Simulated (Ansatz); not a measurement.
The first iterations of a band of CH₄BS (7 atoms, charge 0, multiplicity 2).

Computed with Ansatz, UKS LDA/def2-SVP.

| Quantity | Value |
| --- | --- |
| movable images | 3 |
| climbing image | yes |
| spring | 5.0 eV/Å² |
| optimiser | quadratic models (default) |
| start path | IDPP |
| force threshold | 0.05 eV/Å |
| iteration limit | 60 |
| end points | relaxed |

Initial state:

```xyz
7
Properties=species:S:1:pos:R:3
B -0.983 0.308 -0.650
C 0.132 0.133 0.343
S 1.343 -1.018 0.008
H -1.865 1.124 -0.438
H -0.999 -0.372 -1.667
H 0.235 0.697 1.288
H 2.138 -0.871 1.116
```

Final state:

```xyz
7
Properties=species:S:1:pos:R:3
B -0.806 0.274 -0.500
C 0.176 0.298 0.636
S 1.558 -0.690 0.732
H -1.777 1.011 -0.505
H -0.608 -0.506 -1.427
H 0.098 0.959 1.521
H 1.359 -1.346 -0.458
```

| iteration | highest image above the first end (eV) | largest band force component (eV/Å) |
| --- | --- | --- |
| 1 | 0.950 | 1.385 |
| 2 | 0.901 | 0.659 |
| 3 | 0.847 | 0.705 |
| 4 | 0.795 | 0.446 |
| 5 | 0.895 | 0.374 |
| 6 | 0.779 | 0.880 |

Question: Does the band converge within its limit, and where does its top end?

Answer: The run converged. It ended after 19 iterations with the highest image 0.848 eV above the first end. The order of the stationary point at the top wasn't checked. So few images can step over the top or miss a turn of the path.

Time of the run: 110 s on 1 thread of Arm Neoverse N1, with other jobs on the host, peak memory 0.13 GiB.
